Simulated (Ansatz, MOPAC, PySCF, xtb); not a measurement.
Ligands exchanged one at a time, B Cl-I. Isolated molecules, 0 K electronic values unless said otherwise. Strings in code marks are SMILES.

Quantity: redistribution energy (mixed species minus the weighted end members), in kJ/mol. Semi-empirical values (MOPAC) are differences of heats of formation.

Level 1: frozen-core MP2/def2-TZVPP // CAM-B3LYP-D3(BJ)/def2-TZVP (Ansatz, a program for electronic structure)
Level 2: B3LYP/LANL2DZ // CAM-B3LYP-D3(BJ)/def2-TZVP (PySCF)
Level 3: GFN2-xTB (xtb)
Level 4: PM3 // CAM-B3LYP-D3(BJ)/def2-TZVP (MOPAC)

```json
[
 {"species": "2 of 3 Cl replaced by I: `ClB(I)I`", "level 1": "4.37", "level 2": "3.54", "level 3": "-16.30", "level 4": "-3.13"},
 {"species": "1 of 3 Cl replaced by I: `ClB(I)Cl`", "level 1": "4.15", "level 2": "3.40", "level 3": "-16.53", "level 4": "-3.19"}
]
```
